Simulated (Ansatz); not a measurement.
The cluster Si2H4, 6 atoms. Hardware: 4 threads of Arm Neoverse V1 on a shared host.

Correlated methods freeze 10 core orbitals.

**Question.** How many basis functions does each of these Ansatz runs have, and roughly what does it cost? r2SCAN-D4/def2-TZVP, charge 0 singlet, energy, from earlier orbitals; PBE-D4/def2-TZVP, charge 0 triplet at the geometry of the charge 0 singlet, energy, from earlier orbitals; HF/STO-3G, charge 0 singlet, energy; MP2/def2-TZVP, charge 0 singlet, energy, from earlier orbitals; CCSD(T)/def2-TZVPD, charge 0 singlet, energy, from earlier orbitals; PBE-D4/def2-TZVP, charge 0 singlet, energy and forces, from earlier orbitals; LC-ωPBE/def2-TZVP, charge 0 singlet, energy, from earlier orbitals; CCSD(T)/def2-TZVPP, charge 0 singlet, energy, from earlier orbitals; PBE-D4/def2-SVP, charge 0 singlet, energy, from earlier orbitals; PBE0-D4/def2-TZVPD, charge 0 singlet, energy, from earlier orbitals; HF/def2-TZVP, charge 0 singlet, energy, from earlier orbitals; PBE0-D4/def2-TZVP, charge 0 singlet, energy, from earlier orbitals.

**Answer.** Other jobs shared the machine, so times can vary by a factor of up to 3. A dash marks memory too small to be measured apart from the calling script's.

| run | functions | fitting or Cholesky vectors | wall time | peak host memory (GiB) |
| --- | --- | --- | --- | --- |
| HF/STO-3G, charge 0 singlet, energy | 22 | 240 | 0.1 s | – |
| HF/def2-TZVP, charge 0 singlet, energy, from earlier orbitals | 98 | 792 | 0.2 s | – |
| PBE-D4/def2-SVP, charge 0 singlet, energy, from earlier orbitals | 56 | 624 | 0.3 s | – |
| MP2/def2-TZVP, charge 0 singlet, energy, from earlier orbitals | 98 | 636 | 0.35 s | – |
| PBE-D4/def2-TZVP, charge 0 singlet, energy and forces, from earlier orbitals | 98 | 680 | 0.55 s | – |
| LC-ωPBE/def2-TZVP, charge 0 singlet, energy, from earlier orbitals | 98 | 680 | 0.6 s | – |
| PBE0-D4/def2-TZVP, charge 0 singlet, energy, from earlier orbitals | 98 | 712 | 0.65 s | – |
| PBE0-D4/def2-TZVPD, charge 0 singlet, energy, from earlier orbitals | 122 | 796 | 0.65 s | – |
| PBE-D4/def2-TZVP, charge 0 triplet at the geometry of the charge 0 singlet, energy, from earlier orbitals | 98 | 680 | 0.75 s | – |
| r2SCAN-D4/def2-TZVP, charge 0 singlet, energy, from earlier orbitals | 98 | 680 | 0.95 s | – |
| CCSD(T)/def2-TZVPD, charge 0 singlet, energy, from earlier orbitals | 122 | 831 | 1.9 s | – |
| CCSD(T)/def2-TZVPP, charge 0 singlet, energy, from earlier orbitals | 140 | 789 | 2.8 s | 0.68 |
